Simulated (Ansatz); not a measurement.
Start from `CC/C=C(\F)Cl` and change one atom or group to get `CC/C=C(/O)F`.

Ansatz, PBE0-D4/def2-TZVP geometries, multiplicity 1. Each molecule was computed in one conformer, which needn't be the lowest.

```csv
property,`CC/C=C(\F)Cl`
HOMO–LUMO gap (PBE0/def2-TZVPP) / eV,7.37
HOMO–LUMO gap (PBE/def2-TZVPP) / eV,5.18
size of the dipole moment (ωB97M-V/def2-TZVPP) / D,1.69
LUMO energy (B3LYP/def2-TZVPP) / eV,-0.04
HOMO energy (PBE/def2-TZVPP) / eV,-5.95
LUMO energy (ωB97M-V/def2-TZVPP) / eV,2.26
```

Give the same properties after the change, and the shifts. (Estimate.)

The calculation gave: 
```
                                          property  `CC/C=C(/O)F`  shift
              HOMO–LUMO gap (PBE0/def2-TZVPP) / eV           7.56   0.19
               HOMO–LUMO gap (PBE/def2-TZVPP) / eV           5.38   0.20
size of the dipole moment (ωB97M-V/def2-TZVPP) / D           0.77  -0.92
               LUMO energy (B3LYP/def2-TZVPP) / eV           0.62   0.66
                 HOMO energy (PBE/def2-TZVPP) / eV          -5.32   0.63
             LUMO energy (ωB97M-V/def2-TZVPP) / eV           2.49   0.23
```

With PBE0 the HOMO rises by 0.61 eV and the LUMO rises by 0.80 eV, so the gap widens by about 0.19 eV. PBE moves the HOMO by 0.63 eV and ωB97M-V by 0.55 eV. Dipoles are sizes alone; their direction can turn.

B3LYP here is the variant with VWN-RPA as its local correlation; programs differ in this.
